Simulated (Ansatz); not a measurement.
## Worked example: a bond strength in C2H2 (SMILES C#C)

C2H2 has 4 atoms, charge 0, and is taken as a singlet. SMILES: `C#C`. The shape was relaxed beforehand at r2SCAN/def2-SVP.

```xyz
4

C     0.1574   -0.5487    0.2029
C    -0.1574    0.5487   -0.2029
H     0.4367   -1.5223    0.5627
H    -0.4367    1.5223   -0.5627
```

Wanted: the dissociation energy of the H3–C1 bond into doublet H and doublet C2H (shapes relaxed at r2SCAN/def2-SVP, no zero-point term). 1 Eh = 2625.50 kJ/mol = 27.2114 eV. Totals in Eh; open shells run unrestricted unless said.

| level | program | C2H2 | doublet H | doublet C2H |
| --- | --- | --- | --- | --- |
| PBE/def2-TZVPP | Ansatz | -77.252194 | -0.499616 | -76.532864 |
| r2SCAN/def2-TZVPP | Ansatz | -77.306685 | -0.499927 | -76.590052 |
| B2PLYP/def2-TZVPP, 2 core orbitals frozen | Ansatz | -77.292513 | -0.498613 | -76.570028 |

Q: Work out the dissociation energy at each level.

A: 
1. PBE/def2-TZVPP: (-0.499616) + (-76.532864) − (-77.252194) = 0.219714 Eh = 576.9 kJ/mol = 5.98 eV.
2. r2SCAN/def2-TZVPP: (-0.499927) + (-76.590052) − (-77.306685) = 0.216706 Eh = 569.0 kJ/mol = 5.90 eV.
3. B2PLYP/def2-TZVPP: (-0.498613) + (-76.570028) − (-77.292513) = 0.223872 Eh = 587.8 kJ/mol = 6.09 eV.

The levels span 569 to 588 kJ/mol; no measured value is set beside them. A bond enthalpy at 298 K also holds the loss of zero-point energy and thermal terms.
